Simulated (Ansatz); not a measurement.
A nudged elastic band was laid between two geometries of FH3Si + H4Si (10 atoms, charge 0, multiplicity 1).

Level of theory: Ansatz, RKS PBE0/def2-SVP.

```json
{
  "movable images": "7",
  "climbing image": "yes",
  "spring": "5.0 eV/Å²",
  "optimiser": "quadratic models (default)",
  "start path": "through a guess of the saddle point",
  "force threshold": "0.05 eV/Å",
  "iteration limit": "60",
  "end points": "relaxed"
}
```

Initial state:

```xyz
10
Properties=species:S:1:pos:R:3
Si 0.691 -0.029 -0.250
F 1.009 0.021 1.344
H 1.978 0.095 -0.989
H -0.211 1.106 -0.591
H 0.036 -1.329 -0.564
Si -3.124 0.027 1.413
H -3.219 -0.861 0.216
H -4.075 -0.447 2.461
H -3.469 1.425 1.017
H -1.730 -0.008 1.945
```

Final state:

```xyz
10
Properties=species:S:1:pos:R:3
Si -0.373 -0.081 -0.484
F -0.051 0.032 2.608
H 0.612 0.956 -0.068
H -0.602 0.034 -1.959
H 0.165 -1.446 -0.200
Si -2.416 0.217 0.638
H -3.584 -0.131 -0.229
H -2.488 -0.698 1.832
H -2.577 1.617 1.130
H -0.798 -0.501 2.735
```

Question: Which bonds break or form, and what moves?

Answer: Bonds broken: Si1–F2, Si6–H10. Bonds formed: Si1–Si6, F2–H10. FH3Si + H4Si becomes FH + H6Si2.

Question: What energy profile does the band end with?

Answer: The forces met the threshold. The highest image is number 4 of 0 to 8, 2.61 eV above the first end and 1.62 eV above the last; the last end lies 0.99 eV above the first. Neighbouring images differ by up to 1.8 eV, so the band resolves the path poorly. A vibrational analysis at the climbing image gives one clearly imaginary mode, 1143i cm⁻¹: a first-order saddle point. The orbitals stay closed-shell, which can raise the energy where a bond breaks towards radicals; this wasn't checked here.

```
image  path coordinate (Å)  energy (eV)  Si1–F2 (Å)  Si6–H10 (Å)  Si1–Si6 (Å)
    0                 0.00         0.00        1.63         1.49         4.16
    1                 1.07         0.00        1.63         1.49         4.17
    2                 2.13         0.07        1.63         1.49         3.81
    3                 3.19         0.77        1.65         1.49         3.22
    4                 4.26         2.61        1.94         1.81         2.60
    5                 5.05         1.56        2.50         2.24         2.40
    6                 5.85         1.08        2.88         2.56         2.35
    7                 6.65         1.01        3.10         2.75         2.35
    8                 7.44         0.99        3.11         2.74         2.35
```

Question: What is the geometry of the highest image?

Answer: 
```xyz
10
Properties=species:S:1:pos:R:3
Si -0.144 -0.070 -0.027
F 0.268 -0.703 1.757
H 0.911 0.969 0.101
H -1.070 0.522 -1.071
H 0.224 -1.387 -0.608
Si -2.499 0.182 1.043
H -3.212 -0.642 0.026
H -3.060 -0.126 2.400
H -2.660 1.640 0.773
H -0.870 -0.385 1.606
```

Time of the run: 5 min on 2 threads of Arm Neoverse V1, on a shared host, peak memory 0.17 GiB.
